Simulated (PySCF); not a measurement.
Zinc-blende BP: correlation energy from several methods in one and the same small orbital space (PySCF; 2 atoms at the zone centre, 8 electrons in 58 orbitals, empty ones MP2 natural orbitals of a TZ basis, lattice constant set to 4.40186 Å). Its volume lies 9 % below that of the crystal's usual cell. It tests the methods against each other and lies far from the crystal's limit.

| method | E_corr (eV per atom) | share of CCSDT(Q) (%) | difference (meV) |
|---|---|---|---|
| MP2 | -2.2133 | 70.9 | 907 |
| CCSD | -2.9530 | 94.6 | 167 |
| CCSD(T) | -3.0712 | 98.4 | 49 |
| CCSDT | -3.1115 | 99.7 | 8 |
| CCSDT(Q) | -3.1199 | 100.0 | 0 |

MP2, (T) and (Q) use filled levels shifted down by the Madelung term, which in so small a cell is a large part of the gap, so these rows hang on it.

CCSDT(Q) is the highest level reached here, not an exact value.
